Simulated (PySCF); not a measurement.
# AlH6NSi: the cost of one run

The runs use PySCF 2.14.0, with density-fitted response routines of our own; the level of theory stands in each step. All values are computed, except where a source is named. Atoms are numbered from 0 throughout.

### 1 Starting geometry

9 atoms, charge 0, multiplicity 1; geometry from: GFN2-xTB. The atoms were then displaced at random by about 0.01 Å, so the start is not that level's minimum.

Bonds of the start (Å): Al0–N1 1.82, N1–Si2 1.77, Al0–H3 1.57, Al0–H4 1.52, N1–H5 1.01, Si2–H6 1.45, Si2–H7 1.46, Si2–H8 1.45.

### 2 Geometry optimisation at PBE0-D3(BJ)/def2-SVP

Job settings and geometry (Å):

```
{"job": {"xc": "PBE0", "basis": "def2-SVP", "d3": "d3bj", "grid": 1, "shake": 0.01, "kind": "geom"}, "charge": 0, "multiplicity": 1}
Al     1.817710    -0.221290     0.104960
N      0.047180    -0.188520     0.523700
Si    -1.442760     0.233360    -0.326810
H      2.725780     1.038950     0.340430
H      2.464530    -1.441610    -0.538450
H     -0.178190    -0.481450     1.467100
H     -2.293060    -0.939690    -0.364950
H     -2.084530     1.325770     0.396660
H     -0.998850     0.657340    -1.636360
```

Started as:

```sh
$ OMP_NUM_THREADS=1 python probes_run.py task.json out
```

This one command runs all jobs of the session in turn.

**Question.** How long does this first job take on 1 thread of Arm Neoverse V2, shared host, and how much memory does it need?

About 28 s, with a peak of 0.35 GiB.
